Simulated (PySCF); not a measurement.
# Na₂: magnetic properties

One table from this session's results is given with a row withheld; the runs are named, their logs left out.

Computed with PySCF 2.14.0 and routines of our own; the level stands in each step. Atoms count from 0.

## The system as given

2 atoms, charge 0, multiplicity 1; geometry from: GFN2-xTB.

Set-up of the first run:

The job: settings as JSON, then the geometry in Å.

```
{"job": {"xc": "PBE0", "basis": "def2-SVP", "d3": "d3bj", "grid": 1, "kind": "geom"}, "charge": 0, "multiplicity": 1}
Na     1.367533    -0.002630    -0.003156
Na    -1.364777     0.003898    -0.010993
```

Command:

```
OMP_NUM_THREADS=1 python excited_run.py task.json out
```

One launch serves the whole session: the jobs run in the order shown.

Among the steps run: Relaxing the molecule at PBE0-D3(BJ)/def2-SVP; Magnetic properties: GIAO HF/aug-pcSseg-2; Magnetic properties: GIAO LDA/aug-pcSseg-2; Magnetic properties: GIAO PBE/aug-pcSseg-2; Magnetic properties: GIAO BLYP/aug-pcSseg-2; Magnetic properties: GIAO BP86/aug-pcSseg-2; Magnetic properties: GIAO OPBE/aug-pcSseg-2; Magnetic properties: GIAO OLYP/aug-pcSseg-2; Magnetic properties: GIAO KT1/aug-pcSseg-2; Magnetic properties: GIAO KT2/aug-pcSseg-2; Magnetic properties: GIAO KT3/aug-pcSseg-2; Magnetic properties: GIAO B97-D/aug-pcSseg-2; Magnetic properties: GIAO HCTH407/aug-pcSseg-2.

One table of the session follows, with a row left open; its other results are not shown here.

| level | gap (eV) |
| --- | --- |
| GIAO HF/aug-pcSseg-2 | 4.50 |
| GIAO LDA/aug-pcSseg-2 | 1.31 |
| GIAO PBE/aug-pcSseg-2 | 1.32 |
| GIAO BLYP/aug-pcSseg-2 | 1.25 |
| GIAO BP86/aug-pcSseg-2 | 1.30 |
| GIAO OPBE/aug-pcSseg-2 | 1.38 |
| GIAO OLYP/aug-pcSseg-2 | ? |
| GIAO KT1/aug-pcSseg-2 | 1.32 |
| GIAO KT2/aug-pcSseg-2 | 1.31 |
| GIAO KT3/aug-pcSseg-2 | 1.30 |
| GIAO B97-D/aug-pcSseg-2 | 1.25 |
| GIAO HCTH407/aug-pcSseg-2 | 1.26 |

Q: Estimate the row for GIAO OLYP/aug-pcSseg-2 from the others.

As computed: gap (eV): 1.27. In the column «gap (eV)» it lies between GIAO HCTH407/aug-pcSseg-2 (1.26) and GIAO BP86/aug-pcSseg-2 (1.30).

Caveats from the session: Vibrational averaging and real surroundings are missing from these values.
